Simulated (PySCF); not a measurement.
**BF: from constants to spectrum**

RHF-CCSD(T) constants of BF, ¹Σ⁺ (singlet), closed shell (B x2c-SVPall, F x2c-SVPall; spin-free X2C with a Gaussian nucleus (PySCF 2.14); masses 11.0093 and 18.9984 u):

```
ωe              : 1407.7 cm⁻¹
ωexe            : 10.3 cm⁻¹
Be              : 1.4907 cm⁻¹
αe              : 0.0177 cm⁻¹
D (centrifugal) : 6.69e-06 cm⁻¹
De to B + F     : 7.56 eV
```

(1) Give the band origin of the fundamental and the first lines of its P and R branches.

(2) Near which J would the R branch turn back, without centrifugal distortion?

Correlated steps freeze 2 core orbitals. Correlated levels converge slowly with the basis: in double zeta they bind strong bonds too weakly, by up to about 1 eV, and carry superposition errors of some tenths. Where the molecule has an RHF reference, its open-shell atoms are computed with UHF.

Results:

(1) ν0 = ωe − 2ωexe = 1387.1 cm⁻¹, B0 = 1.4818, B1 = 1.4641 cm⁻¹.

| J″ | P(J″) − ν0 | R(J″) − ν0 |
| --- | --- | --- |
| 0 |  | 2.928 |
| 1 | -2.964 | 5.821 |
| 2 | -5.963 | 8.678 |
| 3 | -8.997 | 11.499 |
| 4 | -12.065 | 14.284 |
| 5 | -15.169 | 17.033 |
| 6 | -18.307 | 19.746 |

(2) At J ≈ (B0 + B1)/(2(B0 − B1)) − 1 ≈ 82.
